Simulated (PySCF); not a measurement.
Magnesium: a sound run and one with changed settings

Sound run: Mg [Ne] 3s2, Mg⁺ [Ne] 3s1. Computed with PySCF 2.14 in x2c-TZVPall (5s4p3d, 32 functions), with scalar relativity by spin-free X2C-1e. In the sound run the correlated levels freeze [Ne]. The sound run starts from symmetry-adapted Hartree-Fock orbitals and uses a fine grid where one is needed.

Changed run: the non-relativistic Hamiltonian (point nucleus). This setting is unsound on purpose.

```tsv
species	method	sound run (hartree)	changed run (hartree)	converged
Mg	UHF	-199.91293	-199.56976	yes
Mg	PBE	-200.25455	-199.91140	yes
Mg	PBE0	-200.27092	-199.92773	yes
Mg	MP2	-199.93462	-199.59145	yes
Mg	CCSD(T)	-199.94559	-199.60244	yes
Mg⁺	UHF	-199.66962	-199.32687	yes
Mg⁺	PBE	-199.97363	-199.63099	yes
Mg⁺	PBE0	-199.99274	-199.65005	yes
```

Ionisation energy of Mg:

```csv
method,sound run (eV),changed run (eV)
UHF,6.621,6.609
PBE,7.644,7.630
PBE0,7.570,7.556
MP2,7.211,7.199
SCS-MP2,7.329,7.317
CCSD,7.510,7.499
CCSD(T),7.510,7.499
CCSDT,7.510,7.499
FCI,7.510,7.499
```

Most of the change in total energy is the relativistic energy itself. On top of that the contraction fixes the core shape for the Hamiltonian it was made with, so the changed run is not a good calculation with the other Hamiltonian either.

For comparison, NIST gives 7.646 eV between the lowest levels.
